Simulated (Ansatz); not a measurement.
Task: a geometry optimisation of C4H7 (charge +1), SMILES C=C[CH+]C, with Ansatz 0.2.0 through its Python package. Give the script and its output. Settings: B3LYP, def2-SVP basis, multiplicity 1.

Input file `c4h7.xyz`:
```text
11

C     1.57550    0.46970    0.39190
C     0.98130   -0.51960   -0.28370
C    -0.43860   -0.67510   -0.46290
C    -1.45020    0.26530    0.09260
H     1.01890    1.26390    0.87740
H     2.65760    0.50450    0.47400
H     1.60200   -1.28520   -0.74700
H    -0.78160   -1.53020   -1.03740
H    -1.31300    1.27340   -0.31020
H    -1.39520    0.30180    1.18480
H    -2.45660   -0.06840   -0.17960
```

`run_opt.py`:
```python
'''Relax the C4H7(+) molecule.'''

import itertools
import logging
import sys
import warnings

import ansatz as az
from ase.data import atomic_numbers, covalent_radii
import numpy as np
import pandas as pd

logging.basicConfig(stream=sys.stdout, format='%(name)s: %(message)s')
logger = logging.getLogger('c4h7')
logger.setLevel(logging.INFO)

warnings.simplefilter('ignore', az.DeckWarning)

mol = az.Crystal.molecule_from_extxyz('c4h7.xyz')

calc = mol.calculation()
calc = calc.basis(gaussian='def2-SVP')
calc = calc.functional('b3lyp').charge(1)
symbols = [site.symbol for site in mol.cartesian_sites]
start = np.array([site.position_ang for site in mol.cartesian_sites], dtype=float)
def progress(event):
    if event['event'] == 'relax_step':
        row = event['data']
        logger.info(f'step {row["step"]:3d}  E = {row["lagrangian_ev"]:.6f} eV  largest force component {row["allowed_force_max_ev_ang"]:.4f} eV/A')


data = calc.relax(force_tolerance=0.02).session().plan().execute(on_event=progress).report
end = np.array(data['positions_ang'])

for key in ('converged', 'free_energy_ev', 'reference_energy_ev', 'n_frozen', 'n_occupied', 'n_virtual'):
    logger.info(f'{key:22s} {data[key]}')

# pairs closer than 1.2 times the sum of covalent radii, before or after
radius = [covalent_radii[atomic_numbers[s]] for s in symbols]
span = lambda where, i, j: np.linalg.norm(where[i] - where[j])
bonded = [(i, j) for i, j in itertools.combinations(range(len(symbols)), 2) if min(span(start, i, j), span(end, i, j)) < 1.2 * (radius[i] + radius[j])]
logger.info('pair        before    after (A)')
for i, j in bonded:
    print(f'{symbols[i]}{i}-{symbols[j]}{j}'.ljust(10), f'{span(start, i, j):8.4f} {span(end, i, j):8.4f}')

charges = data['charge_distribution']
table = pd.DataFrame({'atom': symbols, 'mulliken': charges['mulliken_charges_e'], 'lowdin': charges['lowdin_charges_e']})
print(table.round(3).to_string())
print('dipole (e A):', np.round(charges['dipole_moment_e_ang'], 4) + 0.0)
with open('c4h7_opt.xyz', 'w') as handle:
    handle.write(f'{len(symbols)}\nrelaxed C4H7(+)\n')
    handle.writelines(f'{s:2s} {x:11.6f} {y:11.6f} {z:11.6f}\n' for s, (x, y, z) in zip(symbols, end))
```

```console
$ python run_opt.py
c4h7: step   1  E = -4250.038740 eV  largest force component 1.8844 eV/A
c4h7: step   2  E = -4250.129644 eV  largest force component 0.5940 eV/A
c4h7: step   3  E = -4250.141300 eV  largest force component 0.0473 eV/A
c4h7: step   4  E = -4250.141510 eV  largest force component 0.0210 eV/A
c4h7: step   5  E = -4250.141512 eV  largest force component 0.0210 eV/A
c4h7: step   6  E = -4250.141709 eV  largest force component 0.0647 eV/A
c4h7: step   7  E = -4250.142169 eV  largest force component 0.0993 eV/A
c4h7: step   8  E = -4250.142958 eV  largest force component 0.1576 eV/A
c4h7: step   9  E = -4250.148238 eV  largest force component 0.2030 eV/A
c4h7: step  10  E = -4250.163243 eV  largest force component 0.1401 eV/A
c4h7: step  11  E = -4250.125971 eV  largest force component 1.2031 eV/A
c4h7: step  12  E = -4250.181199 eV  largest force component 0.0792 eV/A
c4h7: step  13  E = -4250.197835 eV  largest force component 0.2343 eV/A
c4h7: step  14  E = -4250.213200 eV  largest force component 0.5176 eV/A
c4h7: step  15  E = -4250.235610 eV  largest force component 0.4312 eV/A
c4h7: step  16  E = -4250.247482 eV  largest force component 0.3738 eV/A
c4h7: step  17  E = -4250.252286 eV  largest force component 0.3148 eV/A
c4h7: step  18  E = -4250.256521 eV  largest force component 0.0881 eV/A
c4h7: step  19  E = -4250.258885 eV  largest force component 0.0430 eV/A
c4h7: step  20  E = -4250.259251 eV  largest force component 0.0148 eV/A
c4h7: converged              True
c4h7: free_energy_ev         -4250.259485849254
c4h7: reference_energy_ev    -4250.259485849254
c4h7: n_frozen               0
c4h7: n_occupied             [15, 15]
c4h7: n_virtual              [76, 76]
c4h7: pair        before    after (A)
C0-C1        1.3372   1.3717
C0-H4        1.0846   1.0947
C0-H5        1.0858   1.0956
C1-C2        1.4396   1.4100
C1-H6        1.0891   1.0938
C2-C3        1.4887   1.4561
C2-H7        1.0858   1.0997
C3-H8        1.0942   1.0958
C3-H9        1.0942   1.1112
C3-H10       1.0947   1.1104
   atom  mulliken  lowdin
0     C     0.132   0.326
1     C    -0.022  -0.044
2     C     0.042   0.252
3     C     0.040   0.073
4     H     0.116   0.036
5     H     0.140   0.051
6     H     0.094   0.054
7     H     0.122   0.058
8     H     0.081   0.030
9     H     0.128   0.083
10    H     0.127   0.082
dipole (e A): [0.0229 0.0086 0.0043]
```

It writes `c4h7_opt.xyz`:
```text
11
relaxed C4H7(+)
C     1.614942    0.580842    0.191725
C     0.985724   -0.551779   -0.258530
C    -0.416960   -0.693955   -0.280376
C    -1.440843    0.249026    0.147176
H     1.067289    1.454256    0.559848
H     2.708458    0.649186    0.192498
H     1.587160   -1.390819   -0.619917
H    -0.790764   -1.651077   -0.672288
H    -1.090885    1.211601    0.536682
H    -2.078975   -0.261019    0.900425
H    -2.145045    0.403837   -0.697344
```

Caveats:
- The settings weren't tested for convergence.
- The end point is the stationary point reached from this start; no frequency run checks that it is a minimum, and the basis set is modest.
- The Löwdin charges here are taken after orthogonalising the functions within each atom; they differ from plain Löwdin charges, and their signs can be unphysical.
- An ion's dipole depends on the origin; the program takes it about the centre of nuclear charge.
- b3lyp holds the VWN-RPA fit, as in Gaussian; the form of ORCA and Turbomole is b3lyp5.
- Finished in 37 s on 1 thread of Intel(R) Xeon(R) 6975P-C (Granite Rapids), with other jobs on the host, peak memory 0.29 GiB.

(Lines on the test bed's own set-up are left out of the output.)
